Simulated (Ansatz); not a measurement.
in.yaml

```yaml
crystal:
  periodic: [false, false, false]
  atoms:
    - {symbol: Si, position_ang: [0.000000, 0.000000, 0.000000]}
    - {symbol: H, position_ang: [1.471943, 0.014227, -0.000096]}
    - {symbol: H, position_ang: [-0.748293, 1.267623, -0.002905]}
    - {symbol: H, position_ang: [-0.723650, -1.281850, 0.003001]}
basis:
  gaussian: {orbitals: 6-31G}
total_charge: 1
correlation: {method: fic_mrcisd_q, electrons: valence, active_space: {window: {electrons: 4, orbitals: 4}, states: [{multiplicity: 1, weights: [1, 0.5, 1, 0.5]}, {multiplicity: 3, weights: [1]}]}}
```

```sh
$ ansatz run in.yaml --threads 1 --pin off --events-out ev --progress --plain --max-ram 2393MiB
```

The program prints:

```
402 factors; integrals over basis functions are off by at most 2.9e-8 eV
mean field evaluation 1: about -7898.9065 eV, gradient 6.0e0 eV
mean field evaluation 2: about -7898.9046 eV, gradient 6.0e0 eV
mean field evaluation 4: about -7899.0980 eV, gradient 1.1e-1 eV
mean field evaluation 8: about -7899.0980 eV, gradient 4.9e-6 eV
mean field -7899.09796996 eV, -290.2864961952 hartree, gradient 4.9e-6 eV, S^2 0.000000; 0 other end points of the search recorded, 0 dependent functions left out
reference -7899.09796996 eV, -290.2864961952 hartree; 8, 8 occupied and 11, 11 virtual orbitals, 402 factors
state -7899.32702180 eV, -290.2949136951 hartree
state -7893.43645711 eV, -290.0784394354 hartree
state -7892.90329930 eV, -290.0588462473 hartree
state -7886.78094948 eV, -289.8338540412 hartree
contracted CI cycle   1: correlation 0.00000000 eV, 0.0000000000 hartree, residual 8.33e0 eV
contracted CI cycle   2: correlation -1.42483644 eV, -0.0523617733 hartree, residual 1.89e0 eV
contracted CI cycle   3: correlation -1.50992758 eV, -0.0554888151 hartree, residual 5.35e-1 eV
contracted CI cycle   4: correlation -1.51553704 eV, -0.0556949591 hartree, residual 1.53e-1 eV
contracted CI cycle   5: correlation -1.51598459 eV, -0.0557114061 hartree, residual 3.91e-2 eV
contracted CI cycle   6: correlation -1.51601465 eV, -0.0557125107 hartree, residual 9.81e-3 eV
...
state -7899.32702180 eV, -290.2949136951 hartree; corrected -7900.90409427 eV, -290.3528700395 hartree
...
state -7893.43645711 eV, -290.0784394354 hartree; corrected -7895.45371996 eV, -290.1525724778 hartree
...
state -7892.90329930 eV, -290.0588462473 hartree; corrected -7895.57857628 eV, -290.1571608629 hartree
...
contracted CI cycle  16: correlation -2.10386888 eV, -0.0773157554 hartree, residual 3.80e-4 eV
state -7886.78094948 eV, -289.8338540412 hartree; corrected -7889.14709218 eV, -289.9208081815 hartree
state -7894.07613180 eV, -290.1019470466 hartree
contracted CI cycle   1: correlation 0.00000000 eV, 0.0000000000 hartree, residual 7.49e0 eV
contracted CI cycle   2: correlation -1.47093253 eV, -0.0540557734 hartree, residual 1.83e0 eV
contracted CI cycle   3: correlation -1.55934516 eV, -0.0573048776 hartree, residual 5.67e-1 eV
contracted CI cycle   4: correlation -1.56663514 eV, -0.0575727794 hartree, residual 1.85e-1 eV
contracted CI cycle   5: correlation -1.56739117 eV, -0.0576005630 hartree, residual 5.36e-2 eV
contracted CI cycle   6: correlation -1.56746566 eV, -0.0576033004 hartree, residual 1.73e-2 eV
contracted CI cycle   7: correlation -1.56747567 eV, -0.0576036682 hartree, residual 7.41e-3 eV
contracted CI cycle   8: correlation -1.56747798 eV, -0.0576037534 hartree, residual 3.65e-3 eV
contracted CI cycle   9: correlation -1.56747838 eV, -0.0576037679 hartree, residual 1.16e-3 eV
state -7894.07613180 eV, -290.1019470466 hartree; corrected -7895.73449778 eV, -290.1628908722 hartree
an earlier search ended where averaged states of different weights were degenerate, so these states were given the mean of their weights and the orbitals were optimised with it; in the result, neighbours among these states lie up to 5.3e-1 eV apart
Total energy: -7896.12159008 eV, -290.1771162520 hartree
```

The total printed last is the weighted mean of the 5 states, 4.783 eV above the lowest of them, and is no single state's energy. The correction changes the order of the states.

Ran on 1 thread of Arm Neoverse V2, shared host: 1.1 s wall, 0.07 GiB peak host memory.
